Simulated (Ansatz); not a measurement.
Two isomers of C2H5NO: A = `NC1CO1`, B = `C1NCO1`.

Computed with Ansatz on PBE0-D4/def2-TZVP structures; ΔE is electronic, products minus reactants. CCSD(T)/CBS is the MP2 limit (def2-TZVPP, def2-QZVPP) plus CCSD(T) − MP2 in def2-TZVPP, frozen cores. DFT in def2-TZVPP. B3LYP here is the variant with VWN-RPA as its local correlation; programs differ in this. Each species was taken in one conformer, which may not be the lowest.

(1) Which is lower in electronic energy at CCSD(T)/CBS, and by how much? (Estimate.)

(2) Give E(B) − E(A) in kcal/mol with BLYP-D4, PBE0-D4, PBE-D4, CCSD(T)/def2-TZVPP, B2PLYP, B3LYP, MP2/def2-TZVPP. (An estimate is asked.)

(3) Does the order hold for the free energy at 298.15 K (harmonic terms from PBE0-D4)? (An estimate is asked.)

Largest T1 diagnostic: 0.011.

Answers

(1) Computed: A, by 9.9 kcal/mol.

(2) Computed: BLYP-D4 11.4, PBE0-D4 10.2, PBE-D4 11.7, CCSD(T)/def2-TZVPP 9.2, B2PLYP 10.6, B3LYP 10.5, MP2/def2-TZVPP 11.1. None reverses the order clearly.

(3) The calculation gave: Yes: G(B) − G(A) = +10.3 kcal/mol, for one conformer each.

From PBE to PBE0 (25 % exact exchange), in def2-TZVPP and without D4, E(B) − E(A) moves by −1.6 kcal/mol. In def2-TZVPP, CCSD(T) changes the Hartree–Fock value by +3.1 kcal/mol (the triples alone add +0.7 kcal/mol) and MP2 by +5.0 kcal/mol.
